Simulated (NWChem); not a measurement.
Species: phosphine (PH$_{3}$); SMILES P

```xyz
4

P      0.0000     0.0000     0.1336
H      0.4028    -1.1193    -0.6421
H     -1.1707     0.2109    -0.6421
H      0.7680     0.9085    -0.6421
```
Atoms are numbered in this order, from 1.

Geometry: optimised at PBE0-D3(BJ)/def2-TZVP.

 States above −ε(HOMO) = 6.6 eV lie in this functional's continuum and hang on the basis.

### Question
List the 4 lowest vertical singlet excitations from PBE/def2-SVPD, TDA (NWChem).

### Answer
```csv
state,energy (eV),oscillator strength,leading excitation (squared amplitude)
S1,6.89,0.137,HOMO → LUMO+2 (0.99)
S2,7.35,0.071,HOMO → LUMO (0.65)
S3,7.35,0.071,HOMO → LUMO+1 (0.65)
S4,9.38,0.000,HOMO−1 → LUMO+1 (0.40)
```
